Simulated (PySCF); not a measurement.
Method: PySCF with PBE-D3(BJ)/def2-TZVP // PBE0-D3(BJ)/def2-TZVP. Isolated molecules, 0 K electronic values unless said otherwise. 

Reference species (SMILES): `[CH3]` (neutral, multiplicity 2).

* **highest occupied spin orbital**: -5.38 eV

Changed species: `O=C[S]` (radical fragment; the reference has radical fragment).

Give the shifts of the highest occupied spin orbital.

the highest occupied spin orbital falls by 1.23 eV, to -6.61 eV.
